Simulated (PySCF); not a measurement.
Simulated outer-valence photoelectron spectrum of `N#CC#CCCl`. Method used: EOM-IP-CCSD/aug-cc-pVDZ in PySCF, restricted Hartree–Fock reference, 10 core orbitals frozen, non-relativistic, gas phase, PBE0-D3(BJ)/def2-SVP geometry.

Each root has a Gaussian of 0.5 eV full width with its one-hole share as area; cross sections and vibrations are left out, and the highest printed point is 100.

```json
{"ionisation energy (eV)": "10.5", "intensity": "0"}
{"ionisation energy (eV)": "10.6", "intensity": "2"}
{"ionisation energy (eV)": "10.7", "intensity": "6"}
{"ionisation energy (eV)": "10.8", "intensity": "16"}
{"ionisation energy (eV)": "10.9", "intensity": "35"}
{"ionisation energy (eV)": "11.0", "intensity": "61"}
{"ionisation energy (eV)": "11.1", "intensity": "87"}
{"ionisation energy (eV)": "11.2", "intensity": "100"}
{"ionisation energy (eV)": "11.3", "intensity": "93"}
{"ionisation energy (eV)": "11.4", "intensity": "71"}
{"ionisation energy (eV)": "11.5", "intensity": "49"}
{"ionisation energy (eV)": "11.6", "intensity": "38"}
{"ionisation energy (eV)": "11.7", "intensity": "46"}
{"ionisation energy (eV)": "11.8", "intensity": "67"}
{"ionisation energy (eV)": "11.9", "intensity": "89"}
{"ionisation energy (eV)": "12.0", "intensity": "99"}
{"ionisation energy (eV)": "12.1", "intensity": "89"}
{"ionisation energy (eV)": "12.2", "intensity": "65"}
{"ionisation energy (eV)": "12.3", "intensity": "39"}
{"ionisation energy (eV)": "12.4", "intensity": "18"}
{"ionisation energy (eV)": "12.5", "intensity": "7"}
{"ionisation energy (eV)": "12.6", "intensity": "2"}
{"ionisation energy (eV)": "12.7", "intensity": "1"}
{"ionisation energy (eV)": "12.8", "intensity": "1"}
{"ionisation energy (eV)": "12.9", "intensity": "2"}
{"ionisation energy (eV)": "13.0", "intensity": "7"}
{"ionisation energy (eV)": "13.1", "intensity": "15"}
{"ionisation energy (eV)": "13.2", "intensity": "28"}
{"ionisation energy (eV)": "13.3", "intensity": "41"}
{"ionisation energy (eV)": "13.4", "intensity": "49"}
{"ionisation energy (eV)": "13.5", "intensity": "47"}
{"ionisation energy (eV)": "13.6", "intensity": "41"}
{"ionisation energy (eV)": "13.7", "intensity": "38"}
{"ionisation energy (eV)": "13.8", "intensity": "47"}
{"ionisation energy (eV)": "13.9", "intensity": "68"}
{"ionisation energy (eV)": "14.0", "intensity": "90"}
{"ionisation energy (eV)": "14.1", "intensity": "99"}
{"ionisation energy (eV)": "14.2", "intensity": "87"}
{"ionisation energy (eV)": "14.3", "intensity": "62"}
{"ionisation energy (eV)": "14.4", "intensity": "36"}
{"ionisation energy (eV)": "14.5", "intensity": "16"}
{"ionisation energy (eV)": "14.6", "intensity": "6"}
{"ionisation energy (eV)": "14.7", "intensity": "2"}
{"ionisation energy (eV)": "14.8", "intensity": "0"}
{"ionisation energy (eV)": "14.9", "intensity": "0"}
{"ionisation energy (eV)": "15.0", "intensity": "1"}
{"ionisation energy (eV)": "15.1", "intensity": "3"}
{"ionisation energy (eV)": "15.2", "intensity": "8"}
{"ionisation energy (eV)": "15.3", "intensity": "18"}
{"ionisation energy (eV)": "15.4", "intensity": "31"}
{"ionisation energy (eV)": "15.5", "intensity": "44"}
{"ionisation energy (eV)": "15.6", "intensity": "50"}
{"ionisation energy (eV)": "15.7", "intensity": "45"}
{"ionisation energy (eV)": "15.8", "intensity": "33"}
{"ionisation energy (eV)": "15.9", "intensity": "19"}
{"ionisation energy (eV)": "16.0", "intensity": "9"}
{"ionisation energy (eV)": "16.1", "intensity": "3"}
{"ionisation energy (eV)": "16.2", "intensity": "1"}
{"ionisation energy (eV)": "16.3", "intensity": "0"}
```

Task: Where are the maxima, and how many lines lie under the curve?

Result: 5 maxima, at 11.2, 12.0, 13.4, 14.1 and 15.6 eV, from 8 lines. At this width some lines have no maximum of their own.

Task: List the lines with their holes.

Result: 
```json
{"E (eV)": "11.17", "leading hole (HF orbital)": "HOMO", "area": "0.96", "Koopmans (eV)": "11.36"}
{"E (eV)": "11.25", "leading hole (HF orbital)": "HOMO-1", "area": "0.96", "Koopmans (eV)": "11.41"}
{"E (eV)": "11.96", "leading hole (HF orbital)": "HOMO-2", "area": "0.95", "Koopmans (eV)": "12.86"}
{"E (eV)": "12.05", "leading hole (HF orbital)": "HOMO-3", "area": "0.95", "Koopmans (eV)": "13.02"}
{"E (eV)": "13.42", "leading hole (HF orbital)": "HOMO-6", "area": "0.91", "Koopmans (eV)": "16.04"}
{"E (eV)": "14.08", "leading hole (HF orbital)": "HOMO-4", "area": "0.93", "Koopmans (eV)": "14.71"}
{"E (eV)": "14.11", "leading hole (HF orbital)": "HOMO-5", "area": "0.93", "Koopmans (eV)": "14.80"}
{"E (eV)": "15.61", "leading hole (HF orbital)": "HOMO-7", "area": "0.94", "Koopmans (eV)": "16.58"}
```

The widest gap, 1.50 eV, lies between 14.11 and 15.61 eV. Only orbitals with −ε under 21 eV, eight at most, were ionised, so the high end of the curve may lack lines.

Time: 5.9 min; peak memory 2.9 GiB. Hardware: one thread, Arm Neoverse V1 (aarch64), on a shared host.
